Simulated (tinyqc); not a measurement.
RHF in the sto-3g basis, for H2O, spin multiplicity 1, step by step. Computed by tinyqc, a small Python program that keeps every step (integrals from PySCF). Settings: charge = 0, multiplicity = 1, basis = sto-3g, energy threshold = 1e-09, iteration cap = 58, orthogonalisation = canonical, start = random, DIIS depth = 0, method = RHF. Command: `OMP_NUM_THREADS=1 python tinyqc.py 23459 23460 out.jsonl` (the two numbers bound the seeds that draw the settings). One thread of a shared host (Intel(R) Xeon(R) Processor @ 2.60GHz), about 0.06 s of CPU time with the checks. Later iterations appear only in the table of the cycle.

## One-electron integrals

Geometry (angstrom):
```
atom       x        y       z
O     0.0000   0.0000  0.0000
H     0.0000   0.9350  0.6530
H     0.0000  -0.9350  0.6530
```

Basis sto-3g: exponents (1/bohr^2) and contraction coefficients of normalised primitives:
```
element  l (shell)  exponent  coefficient
O            s (1)  130.7093       0.1543
O            s (1)   23.8089       0.5353
O            s (1)    6.4436       0.4446
O            s (2)    5.0332      -0.1000
O            s (2)    1.1696       0.3995
O            s (2)    0.3804       0.7001
O            p (3)    5.0332       0.1559
O            p (3)    1.1696       0.6077
O            p (3)    0.3804       0.3920
H            s (1)    3.4253       0.1543
H            s (1)    0.6239       0.5353
H            s (1)    0.1689       0.4446
```

Overlap, kinetic and nuclear-attraction integrals over the contracted functions; the nuclear repulsion is the sum of Za Zb / Rab.

nuclear repulsion = 7.707078 hartree

overlap S, lower triangle:
```
         1O 1s   1O 2s  1O 2px   1O 2py  1O 2pz   2H 1s   3H 1s
1O 1s   1.0000
1O 2s   0.2367  1.0000
1O 2px  0.0000  0.0000  1.0000
1O 2py  0.0000  0.0000  0.0000   1.0000
1O 2pz  0.0000  0.0000  0.0000   0.0000  1.0000
2H 1s   0.0349  0.3630  0.0000   0.2666  0.1862  1.0000
3H 1s   0.0349  0.3630  0.0000  -0.2666  0.1862  0.1470  1.0000
```

kinetic energy T (hartree), lower triangle:
```
          1O 1s   1O 2s  1O 2px   1O 2py  1O 2pz    2H 1s   3H 1s
1O 1s   29.0032
1O 2s   -0.1680  0.8081
1O 2px   0.0000  0.0000  2.5287
1O 2py   0.0000  0.0000  0.0000   2.5287
1O 2pz   0.0000  0.0000  0.0000   0.0000  2.5287
2H 1s   -0.0088  0.0576  0.0000   0.1341  0.0937   0.7600
3H 1s   -0.0088  0.0576  0.0000  -0.1341  0.0937  -0.0079  0.7600
```

nuclear attraction V (hartree), lower triangle:
```
           1O 1s    1O 2s   1O 2px   1O 2py   1O 2pz    2H 1s    3H 1s
1O 1s   -61.5465
1O 2s    -7.4027  -9.9763
1O 2px    0.0000   0.0000  -9.8484
1O 2py    0.0000   0.0000   0.0000  -9.9587
1O 2pz   -0.0125  -0.1541   0.0000   0.0000  -9.9022
2H 1s    -1.1166  -2.7541   0.0000  -1.7770  -1.2784  -5.1559
3H 1s    -1.1166  -2.7541   0.0000   1.7770  -1.2784  -0.8537  -5.1559
```

core Hamiltonian H = T + V (hartree), lower triangle:
```
           1O 1s    1O 2s   1O 2px   1O 2py   1O 2pz    2H 1s    3H 1s
1O 1s   -32.5433
1O 2s    -7.5708  -9.1682
1O 2px    0.0000   0.0000  -7.3197
1O 2py    0.0000   0.0000   0.0000  -7.4300
1O 2pz   -0.0125  -0.1541   0.0000   0.0000  -7.3735
2H 1s    -1.1254  -2.6965   0.0000  -1.6428  -1.1847  -4.3958
3H 1s    -1.1254  -2.6965   0.0000   1.6428  -1.1847  -0.8616  -4.3958
```

## Two-electron integrals

Functions are numbered as in S; the eight-fold symmetry (ij|kl) = (ji|kl) = (kl|ij) leaves the list below.

Two-electron integrals (ij|kl) in chemists' order, unique and non-zero (hartree):
```
(11|11) 4.7851      (21|11) 0.7414      (21|21) 0.1369      (22|11) 1.1189
(22|21) 0.2566      (22|22) 0.8172      (31|31) 0.0245      (32|31) 0.0378
(32|32) 0.1805      (33|11) 1.1158      (33|21) 0.2567      (33|22) 0.8170
(33|33) 0.8802      (41|41) 0.0245      (42|41) 0.0378      (42|42) 0.1805
(43|43) 0.0474      (44|11) 1.1158      (44|21) 0.2567      (44|22) 0.8170
(44|33) 0.7853      (44|44) 0.8802      (51|51) 0.0245      (52|51) 0.0378
(52|52) 0.1805      (53|53) 0.0474      (54|54) 0.0474      (55|11) 1.1158
(55|21) 0.2567      (55|22) 0.8170      (55|33) 0.7853      (55|44) 0.7853
(55|55) 0.8802      (61|11) 0.1106      (61|21) 0.0203      (61|22) 0.0378
(61|33) 0.0377      (61|41) 0.0008      (61|42) 0.0014      (61|44) 0.0379
(61|51) 0.0005      (61|52) 0.0010      (61|54) 1.07e-04    (61|55) 0.0378
(61|61) 0.0030      (62|11) 0.2910      (62|21) 0.0677      (62|22) 0.2413
(62|33) 0.2370      (62|41) 0.0042      (62|42) 0.0329      (62|44) 0.2455
(62|51) 0.0029      (62|52) 0.0230      (62|54) 0.0059      (62|55) 0.2411
(62|61) 0.0102      (62|62) 0.0910      (63|31) 0.0068      (63|32) 0.0406
(63|43) 0.0067      (63|53) 0.0047      (63|63) 0.0124      (64|11) 0.1795
(64|21) 0.0423      (64|22) 0.1609      (64|33) 0.1537      (64|41) 0.0091
(64|42) 0.0612      (64|44) 0.1724      (64|51) 0.0016      (64|52) 0.0144
(64|54) 0.0084      (64|55) 0.1563      (64|61) 0.0066      (64|62) 0.0738
(64|64) 0.0715      (65|11) 0.1254      (65|21) 0.0295      (65|22) 0.1123
(65|33) 0.1073      (65|41) 0.0016      (65|42) 0.0144      (65|44) 0.1110
(65|51) 0.0079      (65|52) 0.0507      (65|54) 0.0093      (65|55) 0.1185
(65|61) 0.0046      (65|62) 0.0515      (65|64) 0.0413      (65|65) 0.0413
(66|11) 0.4555      (66|21) 0.1076      (66|22) 0.4419      (66|33) 0.4248
(66|41) 0.0080      (66|42) 0.0888      (66|44) 0.4590      (66|51) 0.0056
(66|52) 0.0620      (66|54) 0.0239      (66|55) 0.4415      (66|61) 0.0164
(66|62) 0.2176      (66|64) 0.2013      (66|65) 0.1406      (66|66) 0.7746
(71|11) 0.1106      (71|21) 0.0203      (71|22) 0.0378      (71|33) 0.0377
(71|41) -0.0008     (71|42) -0.0014     (71|44) 0.0379      (71|51) 0.0005
(71|52) 0.0010      (71|54) -1.07e-04   (71|55) 0.0378      (71|61) 0.0030
(71|62) 0.0099      (71|64) 0.0059      (71|65) 0.0045      (71|66) 0.0157
(71|71) 0.0030      (72|11) 0.2910      (72|21) 0.0677      (72|22) 0.2413
(72|33) 0.2370      (72|41) -0.0042     (72|42) -0.0329     (72|44) 0.2455
(72|51) 0.0029      (72|52) 0.0230      (72|54) -0.0059     (72|55) 0.2411
(72|61) 0.0099      (72|62) 0.0711      (72|64) 0.0403      (72|65) 0.0390
(72|66) 0.1355      (72|71) 0.0102      (72|72) 0.0910      (73|31) 0.0068
(73|32) 0.0406      (73|43) -0.0067     (73|53) 0.0047      (73|63) 0.0093
(73|73) 0.0124      (74|11) -0.1795     (74|21) -0.0423     (74|22) -0.1609
(74|33) -0.1537     (74|41) 0.0091      (74|42) 0.0612      (74|44) -0.1724
(74|51) -0.0016     (74|52) -0.0144     (74|54) 0.0084      (74|55) -0.1563
(74|61) -0.0059     (74|62) -0.0403     (74|64) -0.0140     (74|65) -0.0217
(74|66) -0.0707     (74|71) -0.0066     (74|72) -0.0738     (74|74) 0.0715
(75|11) 0.1254      (75|21) 0.0295      (75|22) 0.1123      (75|33) 0.1073
(75|41) -0.0016     (75|42) -0.0144     (75|44) 0.1110      (75|51) 0.0079
(75|52) 0.0507      (75|54) -0.0093     (75|55) 0.1185      (75|61) 0.0045
(75|62) 0.0390      (75|64) 0.0217      (75|65) 0.0304      (75|66) 0.0808
(75|71) 0.0046      (75|72) 0.0515      (75|74) -0.0413     (75|75) 0.0413
(76|11) 0.0854      (76|21) 0.0200      (76|22) 0.0776      (76|33) 0.0758
(76|44) 0.0775      (76|51) 0.0014      (76|52) 0.0128      (76|55) 0.0793
(76|61) 0.0030      (76|62) 0.0287      (76|64) 0.0203      (76|65) 0.0183
(76|66) 0.0713      (76|71) 0.0030      (76|72) 0.0287      (76|74) -0.0203
(76|75) 0.0183      (76|76) 0.0114      (77|11) 0.4555      (77|21) 0.1076
(77|22) 0.4419      (77|33) 0.4248      (77|41) -0.0080     (77|42) -0.0888
(77|44) 0.4590      (77|51) 0.0056      (77|52) 0.0620      (77|54) -0.0239
(77|55) 0.4415      (77|61) 0.0157      (77|62) 0.1355      (77|64) 0.0707
(77|65) 0.0808      (77|66) 0.2814      (77|71) 0.0164      (77|72) 0.2176
(77|74) -0.2013     (77|75) 0.1406      (77|76) 0.0713      (77|77) 0.7746
```

## Orthogonalisation

S = U s U^T; canonical form X = U s^(-1/2), so that X^T S X = 1. Each column of U has its largest component positive (the first on a tie).

eigenvalues of S: 0.4599  0.5424  0.8914  1.0000  1.0944  1.3106  1.7014

X:
```
              1        2        3       4        5        6       7
1O 1s   -0.3633   0.0000   0.7240  0.0000  -0.6104   0.0000  0.1943
1O 2s    1.0170   0.0000  -0.2749  0.0000  -0.2909   0.0000  0.4627
1O 2px   0.0000   0.0000   0.0000  1.0000   0.0000   0.0000  0.0000
1O 2py   0.0000   0.8633   0.0000  0.0000   0.0000   0.6742  0.0000
1O 2pz   0.4399   0.0000   0.6680  0.0000   0.6360   0.0000  0.2037
2H 1s   -0.6381  -0.7410  -0.1949  0.0000   0.1612   0.3927  0.3837
3H 1s   -0.6381   0.7410  -0.1949  0.0000   0.1612  -0.3927  0.3837
```

## Starting guess

The start is random orthonormal orbitals; D = 2 C_occ C_occ^T.

D at the start, lower triangle:
```
          1O 1s    1O 2s   1O 2px   1O 2py  1O 2pz    2H 1s   3H 1s
1O 1s    0.4741
1O 2s    0.4023   2.0385
1O 2px  -0.5604   0.0878   1.4405
1O 2py  -0.1859   0.3579   0.2985   2.0263
1O 2pz   0.2746  -0.3116  -0.5696   0.6992  0.8619
2H 1s    0.1629  -0.7620   0.2825  -1.0127  0.0341   2.4421
3H 1s   -0.0641  -0.5400   0.3304   0.3401  0.3070  -0.4591  2.1936
```

## Iteration 1: building the Fock matrix

J_ij = sum D_kl (ij|kl), K_ij = sum D_kl (ik|jl); F = H + J - 0.5 K; E = tr D H + tr D J / 2 - 0.25 tr D K + E_nn.

Coulomb J (hartree), lower triangle:
```
          1O 1s   1O 2s   1O 2px   1O 2py  1O 2pz   2H 1s   3H 1s
1O 1s   10.8735
1O 2s    2.3101  6.9376
1O 2px  -0.0125  0.0391   6.8843
1O 2py   0.0054  0.0331   0.0277   7.0267
1O 2pz   0.0081  0.1199  -0.0483   0.0534  6.8934
2H 1s    0.3416  2.1881   0.0113   1.5317  1.0967  4.7566
3H 1s    0.3408  2.1678   0.0037  -1.4976  1.0742  0.7454  4.6905
```

exchange K (hartree), lower triangle:
```
          1O 1s    1O 2s   1O 2px   1O 2py  1O 2pz   2H 1s   3H 1s
1O 1s    3.2290
1O 2s    1.4691   2.3871
1O 2px  -0.5859   0.0927   1.7447
1O 2py  -0.1057   0.0763   0.2409   2.0290
1O 2pz   0.2247  -0.1279  -0.4057   0.4613  1.4219
2H 1s    0.3507   0.7364   0.1351   0.4661  0.4352  1.5927
3H 1s    0.3273   0.7454   0.0562  -0.5055  0.3323  0.2295  1.6295
```

Fock matrix F (hartree), lower triangle:
```
           1O 1s    1O 2s   1O 2px   1O 2py   1O 2pz    2H 1s    3H 1s
1O 1s   -23.2842
1O 2s    -5.9953  -3.4241
1O 2px    0.2805  -0.0073  -1.3077
1O 2py    0.0582  -0.0051  -0.0928  -1.4178
1O 2pz   -0.1167   0.0298   0.1545  -0.1773  -1.1911
2H 1s    -0.9592  -0.8766  -0.0562  -0.3441  -0.3057  -0.4356
3H 1s    -0.9483  -0.9014  -0.0245   0.3980  -0.2767  -0.2310  -0.5201
```

total energy of this density = -47.244332 hartree

## Iteration 1: diagonalisation and new density

Diagonalise F' = X^T F X, C = X C', fill 5 alpha and 5 beta electrons from the bottom; D = 2 C_occ C_occ^T. Each column has its largest component positive (the first on a tie).

F' = X^T F X (hartree), lower triangle:
```
         1        2         3        4         5        6        7
1  -1.1784
2  -0.0920  -0.3783
3   2.6351  -0.0362  -10.2874
4   0.0102  -0.0566    0.3240  -1.3077
5  -2.2340  -0.1153    9.3328  -0.0838  -11.1116
6  -0.1082  -0.5624   -0.0774  -0.0750   -0.0952  -1.1136
7   0.4179  -0.0322   -4.8457   0.0517    5.3123   0.0097  -3.9594
```

orbital energies (hartree): MO1 -23.3006, MO2 -2.0137, MO3 -1.5165, MO4 -1.3880, MO5 -1.0286, MO6 -0.0705, MO7 -0.0186

coefficients C:
```
            MO1      MO2      MO3      MO4      MO5      MO6      MO7
1O 1s    0.9936  -0.2644  -0.0024   0.0588   0.0099  -0.0019   0.0770
1O 2s    0.0265   1.0397   0.0160  -0.1740  -0.0793  -0.0128  -0.5385
1O 2px  -0.0127   0.1350   0.0555   0.8568   0.4865   0.0116  -0.0870
1O 2py  -0.0033   0.0408   0.8999   0.1737  -0.3886  -0.4399   0.1170
1O 2pz   0.0065  -0.0849   0.4589  -0.4530   0.6922   0.0270  -0.4275
2H 1s   -0.0021  -0.0485  -0.0344   0.0113   0.1067   0.8814   0.7278
3H 1s   -0.0046  -0.0231   0.0076  -0.0094   0.1862  -0.7910   0.8127
```

D after iteration 1, lower triangle:
```
          1O 1s    1O 2s   1O 2px   1O 2py  1O 2pz   2H 1s   3H 1s
1O 1s    2.1213
1O 2s   -0.5192   2.2369
1O 2px   0.0134  -0.0935   1.9846
1O 2py  -0.0197   0.1147   0.0306   1.9855
1O 2pz   0.0161  -0.1137  -0.0750   0.1238  1.8045
2H 1s    0.0250  -0.1230   0.1063  -0.1448  0.1143  0.0301
3H 1s    0.0056  -0.0743   0.1598  -0.1361  0.2772  0.0413  0.0708
```

## Iteration 2: building the Fock matrix

As before.

Coulomb J (hartree), lower triangle:
```
          1O 1s    1O 2s   1O 2px   1O 2py  1O 2pz   2H 1s   3H 1s
1O 1s   18.3671
1O 2s    3.4963   8.6964
1O 2px  -0.0028  -0.0111   8.6902
1O 2py   0.0014  -0.0059   0.0022   8.6931
1O 2pz  -0.0021  -0.0021  -0.0046   0.0025  8.6822
2H 1s    0.5177   2.4925  -0.0021   1.6322  1.1417  4.4204
3H 1s    0.5176   2.5030  -0.0026  -1.6479  1.1488  0.7894  4.4893
```

exchange K (hartree), lower triangle:
```
          1O 1s    1O 2s   1O 2px   1O 2py  1O 2pz   2H 1s   3H 1s
1O 1s    9.8281
1O 2s    1.7052   2.8357
1O 2px  -0.0003  -0.0154   2.3330
1O 2py  -0.0010   0.0077   0.0169   2.3298
1O 2pz   0.0015  -0.0119  -0.0327   0.0395  2.2728
2H 1s    0.2672   0.7717   0.0312   0.3933  0.3459  0.4075
3H 1s    0.2670   0.8136   0.0403  -0.4947  0.3934  0.2185  0.5670
```

Fock matrix F (hartree), lower triangle:
```
           1O 1s    1O 2s   1O 2px   1O 2py   1O 2pz    2H 1s    3H 1s
1O 1s   -19.0902
1O 2s    -4.9270  -1.8897
1O 2px   -0.0026  -0.0034   0.2041
1O 2py    0.0019  -0.0097  -0.0062   0.0982
1O 2pz   -0.0153  -0.1503   0.0117  -0.0173   0.1723
2H 1s    -0.7414  -0.5898  -0.0177  -0.2073  -0.2160  -0.1792
3H 1s    -0.7414  -0.6003  -0.0227   0.2423  -0.2326  -0.1815  -0.1900
```

total energy of this density = -73.973423 hartree

## Iteration 2: diagonalisation and new density

As before.

F' = X^T F X (hartree), lower triangle:
```
         1        2        3        4        5        6        7
1  -0.1187
2  -0.0432   0.6451
3   2.1412  -0.0169  -7.6914
4   0.0284  -0.0091   0.0147   0.2041
5  -1.8400  -0.0101   8.2909   0.0035  -8.5937
6  -0.0230   0.1312  -0.0072  -0.0022   0.0012  -0.1944
7   0.7061  -0.0042  -4.0173  -0.0152   4.3518   0.0088  -2.8558
```

orbital energies (hartree): MO1 -19.1006, MO2 -0.7616, MO3 -0.2151, MO4 0.0229, MO5 0.2015, MO6 0.5598, MO7 0.6883

coefficients C:
```
            MO1      MO2      MO3      MO4      MO5      MO6      MO7
1O 1s    0.9937  -0.2235  -0.0096  -0.1423   0.0040   0.0842   0.0427
1O 2s    0.0271   0.7984   0.0459   0.6795  -0.0263  -0.4960  -0.2449
1O 2px   0.0001   0.0092  -0.0002  -0.0431   0.9952  -0.0740  -0.0466
1O 2py  -0.0001   0.0037   0.5371  -0.0144   0.0108  -0.3939   0.8694
1O 2pz   0.0027   0.1626  -0.0067  -0.6098  -0.0996  -0.7477  -0.3442
2H 1s   -0.0049   0.2029   0.4705  -0.4450   0.0272   0.8633  -0.3393
3H 1s   -0.0049   0.2234  -0.5265  -0.3937   0.0421   0.2748   0.8730
```

D after iteration 2, lower triangle:
```
          1O 1s    1O 2s   1O 2px   1O 2py  1O 2pz    2H 1s   3H 1s
1O 1s    2.1153
1O 2s   -0.4975   2.2052
1O 2px   0.0164  -0.0962   1.9847
1O 2py  -0.0080   0.0351   0.0227   0.5776
1O 2pz   0.1055  -0.5643  -0.1427   0.0094  0.8165
2H 1s    0.0173  -0.2392   0.0962   0.5202  0.5969   0.9226
3H 1s    0.0128  -0.2292   0.1220  -0.5517  0.5514  -0.0520  0.9679
```

## Iteration 19 (converged): orbitals

converged F (hartree), lower triangle:
```
           1O 1s    1O 2s   1O 2px   1O 2py   1O 2pz    2H 1s    3H 1s
1O 1s   -20.2523
1O 2s    -5.1628  -2.3988
1O 2px    0.0000   0.0000  -0.3832
1O 2py    0.0000   0.0000   0.0000  -0.2139
1O 2pz   -0.0244  -0.0590   0.0000   0.0000  -0.2560
2H 1s    -0.7755  -0.7456   0.0000  -0.3566  -0.2957  -0.3793
3H 1s    -0.7755  -0.7456   0.0000   0.3566  -0.2957  -0.2022  -0.3793
```

As before.

F' = X^T F X (hartree), lower triangle:
```
         1       2        3        4        5        6        7
1  -0.3588
2   0.0000  0.5586
3   2.3696  0.0000  -8.4707
4   0.0000  0.0000   0.0000  -0.3832
5  -1.9293  0.0000   8.5538   0.0000  -9.3523
6   0.0000  0.0930   0.0000   0.0000   0.0000  -0.5295
7   0.6299  0.0000  -4.1764   0.0000   4.5629   0.0000  -3.2552
```

orbital energies (hartree): MO1 -20.2605, MO2 -1.1921, MO3 -0.5374, MO4 -0.4174, MO5 -0.3832, MO6 0.4330, MO7 0.5665

coefficients C:
```
            MO1      MO2      MO3      MO4     MO5      MO6      MO7
1O 1s    0.9945  -0.2412   0.0000   0.0879  0.0000  -0.1080   0.0000
1O 2s    0.0236   0.8996   0.0000  -0.4489  0.0000   0.6304   0.0000
1O 2px   0.0000   0.0000   0.0000   0.0000  1.0000   0.0000   0.0000
1O 2py   0.0000   0.0000   0.5988   0.0000  0.0000   0.0000   0.9173
1O 2pz   0.0028   0.0724   0.0000   0.7582  0.0000   0.7110   0.0000
2H 1s   -0.0043   0.1397   0.4540   0.3365  0.0000  -0.6968  -0.7052
3H 1s   -0.0043   0.1397  -0.4540   0.3365  0.0000  -0.6968   0.7052
```

D after iteration 19, lower triangle:
```
          1O 1s    1O 2s  1O 2px   1O 2py  1O 2pz    2H 1s   3H 1s
1O 1s    2.1098
1O 2s   -0.4658   2.0226
1O 2px   0.0000   0.0000  2.0000
1O 2py   0.0000   0.0000  0.0000   0.7171
1O 2pz   0.1038  -0.5504  0.0000   0.0000  1.1603
2H 1s   -0.0168  -0.0510  0.0000   0.5437  0.5305   0.6778
3H 1s   -0.0168  -0.0510  0.0000  -0.5437  0.5305  -0.1467  0.6778
```

## Convergence

Stop when the energy changes by less than 1e-09 hartree and every element of the error matrix X^T (F D S - S D F) X is below 9e-06.

Course of the cycle:
```
iteration  E (hartree)     change  largest element of the error matrix
1           -47.244332          -                             1.04e+01
2           -73.973423  -2.67e+01                             8.30e-01
3           -74.856660  -8.83e-01                             2.34e-01
4           -74.914477  -5.78e-02                             8.03e-02
5           -74.919364  -4.89e-03                             1.64e-02
6           -74.920124  -7.61e-04                             9.32e-03
7           -74.920321  -1.97e-04                             5.37e-03
8           -74.920378  -5.71e-05                             3.08e-03
9           -74.920396  -1.72e-05                             1.77e-03
10          -74.920401  -5.26e-06                             1.01e-03
11          -74.920403  -1.63e-06                             5.80e-04
12          -74.920403  -5.12e-07                             3.33e-04
13          -74.920403  -1.62e-07                             1.91e-04
14          -74.920403  -5.19e-08                             1.09e-04
15          -74.920403  -1.67e-08                             6.26e-05
16          -74.920403  -5.38e-09                             3.59e-05
17          -74.920403  -1.75e-09                             2.06e-05
18          -74.920403  -5.68e-10                             1.18e-05
19          -74.920403  -1.85e-10                             6.76e-06
```

PySCF RHF in the same basis = -74.920403 hartree

Converged in 19 iterations.

## Populations, bond orders and dipole

Mulliken: Z minus the diagonal of D S on the atom; Loewdin: the same with S^(1/2) D S^(1/2); Mayer order: 2 sum_s sum (D(s) S)_ij (D(s) S)_ji over the two atoms.

Charges (e):
```
atom  Mulliken  Loewdin
1O     -0.2384  -0.1768
2H      0.1192   0.0884
3H      0.1192   0.0884
```

Mayer bond orders:
```
pair   order
2-1   0.9732
3-1   0.9732
3-2   0.0126
```

dipole moment about the origin, x y z (debye): 0.0000  0.0000  1.4514
